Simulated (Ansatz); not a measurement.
## Ansatz (development build ahead of 0.2.0) run

```yaml
crystal:
  periodic: [false, false, false]
  atoms:
    - { symbol: B, position_ang: [0.03797, -0.08701, -0.86412] }
    - { symbol: F, position_ang: [0.02207, 0.07576, 0.521] }
basis:
  gaussian: { orbitals: aug-cc-pVDZ }
hamiltonian:
  xc: hf
correlation:
  method: mp2
  frozen_orbitals: { B: 1, F: 1 }
```

The input is written out in the form of the current development build from the run's settings.

The run gave:

```json
{
  "Converged": "yes",
  "Reference energy": "-124.10540 hartree",
  "Correlation energy": "-0.27058 hartree",
  "Total energy": "-124.37598 hartree",
  "Spin squared of the determinant": "0.000"
}
```
